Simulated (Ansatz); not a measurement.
The same path of BH4N + H3N (10 atoms, charge 0, multiplicity 1) was run twice with different band settings. Lost on the way: B1–H2, N7–H10. Made: B1–N7, H2–H10.

Computed with Ansatz, RKS B3LYP/def2-SVP.

Relaxed end points:

```xyz
10
Properties=species:S:1:pos:R:3
B -0.093 -0.328 -0.175
H -0.110 -0.825 0.925
H 0.930 0.080 -0.668
N -1.277 -0.252 -0.903
H -2.166 -0.592 -0.555
H -1.334 0.134 -1.839
N -0.241 2.492 1.369
H -1.003 2.238 0.739
H 0.609 2.438 0.806
H -0.174 1.725 2.040
```

```xyz
10
Properties=species:S:1:pos:R:3
B -0.176 0.565 -0.716
H -0.029 0.513 3.534
H 0.890 0.130 -1.092
N -1.357 0.014 -1.264
H -1.333 -0.738 -1.939
H -2.295 0.304 -1.016
N -0.176 1.596 0.256
H -1.007 2.061 0.600
H 0.683 2.013 0.590
H -0.059 0.652 2.785
```

Common settings: movable images 7; climbing image yes; spring 5.0 eV/Å²; optimiser quadratic models (default); start path through a guess of the saddle point; iteration limit 60; end points relaxed.

| run | force threshold |
| --- | --- |
| 1 | 0.03 eV/Å |
| 2 | 0.2 eV/Å |

(1) What does each run give, and how far can it be trusted?

Results:

(1) Run 1: converged after 28 iterations, highest image 1.457 eV above the first end. The profile has 2 maxima (images 1, 3) with wells between them (image 2): this band takes more than one step, which may be the mechanism or a detour left from its start path. Neighbouring images differ by up to 1.6 eV, so the band resolves the path poorly. A vibrational analysis at the climbing image gives one clearly imaginary mode, 1494i cm⁻¹: a first-order saddle point.
Run 2: converged after 17 iterations, highest image 1.517 eV above the first end. The threshold of 0.2 eV/Å is loose, so the images may lie well off the minimum-energy path. The profile has 2 maxima (images 1, 3) with wells between them (image 2): this band takes more than one step, which may be the mechanism or a detour left from its start path. Neighbouring images differ by up to 1.5 eV, so the band resolves the path poorly. The order of the stationary point at the top wasn't checked.
The orbitals stay closed-shell, which can raise the energy where a bond breaks towards radicals; this wasn't checked here.
